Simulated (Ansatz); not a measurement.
We consider rock-salt HfC, described by revPBE in Ansatz (plane waves, PAW).

Settings: plane-wave cutoff 520 eV, 24×24×24 k mesh, Fermi–Dirac smearing 0.065 eV (set by the program), scalar-relativistic PAW data made under PBE.

Computed at the level's own relaxed cell.

Hill averages of the elastic tensor: K = 226.2 GPa, G = 176.8 GPa. Volume 12.738 Å³/atom, mean atomic mass 95.250 u.

### Question
Work out the density, the sound velocities of a polycrystal and the elastic Debye temperature, and Pugh's ratio at this level.

### Answer
ρ = 1.66054 × 95.250/12.738 = 12.417 g/cm³. v_l = √[(K + 4G/3)/ρ] = 6.099 km/s and v_t = √(G/ρ) = 3.773 km/s. The mean follows from 3/v_m³ = 1/v_l³ + 2/v_t³: v_m = 4.161 km/s. Θ_D = (ħ/k_B) v_m (6π²/V)^(1/3) = 76.38 K Å s/km × 4.161 × 1.6690 Å⁻¹ = 530 K, counting all atoms of the cell. K/G = 1.28, to be set beside Pugh's rough bound of 1.75 between brittle and ductile metals.

Ansatz is a quantum-chemistry and plane-wave program.
